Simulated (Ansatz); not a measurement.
Two structures of AlH3ClF, singlet, reached by relaxing down either side of one saddle point (PBE0-D4/def2-TZVP). Energies are electronic, without zero-point energy. Computed with Ansatz 0.2.0 (basis: def2-TZVPP and def2-QZVPP); correlated methods freeze the cores. Extrapolation: Hartree–Fock as exp(−7.88 √X), correlation as X^−2.97. First:

```
6
angstrom
Al -0.5923 0.1039 -0.3271
Cl 1.2684 1.1692 -0.7264
H -0.9233 -1.0472 -1.3481
H -1.6300 0.8987 0.5496
H 1.3148 -0.2966 0.7937
F 0.5624 -0.8279 1.0583
```

Second:

Al1  (-0.778, -0.246, -0.037)
Cl2  (1.437, 1.057, -0.549)
H3  (-0.976, -1.000, -1.409)
H4  (-1.680, 0.940, 0.483)
H5  (1.851, 0.285, 0.397)
F6  (0.146, -1.035, 1.116)
(Å)

Task: Which bonds change from the first to the second?

Result: AlH₂Cl ([AlH2][Cl]) + HF → AlH₂F ([F][AlH2]) + HCl (still joined by a long Al–Cl bond); bonds formed: Cl2–H5; dative contacts that become bonds: Al1–F6; bonds broken: H5–F6; bonds weakened to dative contacts: Al1–Cl2.

Task: Give the saddle point's structure and its height above each. (An estimate is asked for; the value comes from the calculation.)

Result: By the calculation: 0.271 eV above the first and 0.268 eV above the second (CCSD(T) at an estimated basis limit (MP2 extrapolated from triple and quadruple zeta, plus CCSD(T) − MP2 in triple zeta)).
Al1  (-0.645, -0.082, -0.156)
Cl2  (1.425, 1.036, -0.531)
H3  (-0.930, -1.039, -1.371)
H4  (-1.641, 0.918, 0.537)
H5  (1.306, -0.011, 0.498)
F6  (0.485, -0.821, 1.023)
(Å)

No T1 diagnostic of these runs exceeds 0.011.

Labels in which every atom is bracketed show which atoms are joined, not bond orders.

For scale, one of the runs: CCSD(T)/def2-TZVPP, 157 basis functions, launched by `ansatz run in.yaml --threads 2 --pin off --events-out ev --progress --plain --max-ram 4352MiB`. Hardware: 2 CPU threads of an Intel Xeon Platinum 8488C, shared host. Wall time 12 s; peak host memory 1.1 GiB.
